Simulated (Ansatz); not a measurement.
Geometry optimisation, Ansatz, RKS PBE0/def2-SVP.

input.yaml

```yaml
crystal:
  periodic: [false, false, false]
  atoms:
    - { symbol: "N", position_ang: [-0.25348, 1.18411, -0.54526] }
    - { symbol: C, position_ang: [0.39119, 0.08858, -0.43641] }
    - { symbol: C, position_ang: [0.04246, -0.91863, 0.57327] }
    - { symbol: F, position_ang: [-0.28786, -2.09442, -0.01578] }
    - { symbol: H, position_ang: [-1.03817, 1.37777, 0.0848] }
    - { symbol: H, position_ang: [-0.03011, 1.89469, -1.23928] }
    - { symbol: H, position_ang: [1.22591, -0.13015, -1.09777] }
    - { symbol: H, position_ang: [-0.80933, -0.58187, 1.18765] }
    - { symbol: H, position_ang: [0.88831, -1.09514, 1.25893] }
total_charge: 1
basis:
  gaussian: { orbitals: def2-SVP }
hamiltonian:
  xc: pbe0
relax:
  f_tol: 0.015
  max_steps: 40
output:
  orbitals: {}
```

Run as:

```bash
$ ansatz run input.yaml --threads 1 --pin off --max-ram 2048MiB --backend cpu --events-out ev --progress --plain --runs-dir out
```

Problem. Where does it end, and by what steps?

Solution. The run converged. Limits of this set-up: the dipole of an ion depends on the origin. After 14 steps the energy has fallen by 0.144 eV; F4 moved furthest, 0.60 Å.

| step | energy less start (eV) | largest force component (eV/Å) | accepted |
| --- | --- | --- | --- |
| 0 | 0.0000 | 1.061 | yes |
| 1 | -0.0634 | 0.547 | yes |
| 2 | -0.0861 | 0.398 | yes |
| 3 | -0.1010 | 0.405 | yes |
| 4 | -0.1198 | 0.395 | yes |
| 5 | -0.1078 | 0.947 | no |
| 6 | -0.1364 | 0.162 | yes |
| 7 | -0.1415 | 0.065 | yes |
| 8 | -0.1423 | 0.137 | yes |
| 9 | -0.1435 | 0.039 | yes |
| 10 | -0.1438 | 0.051 | yes |
| 11 | -0.1437 | 0.054 | no |
| 12 | -0.1440 | 0.018 | yes |
| 13 | -0.1441 | 0.019 | yes |
| 14 | -0.1441 | 0.015 | yes |

```xyz
9
Properties=species:S:1:pos:R:3
N -0.143 1.254 -0.461
C 0.227 0.028 -0.505
C -0.012 -0.970 0.569
F 0.294 -2.195 0.110
H -0.667 1.645 0.327
H 0.075 1.902 -1.222
H 0.781 -0.310 -1.394
H -1.063 -0.928 0.917
H 0.636 -0.701 1.430
```

Time of the run: 43 s on 1 thread of Intel(R) Xeon(R) Processor @ 2.70GHz, with other jobs on the host, peak memory 0.16 GiB.
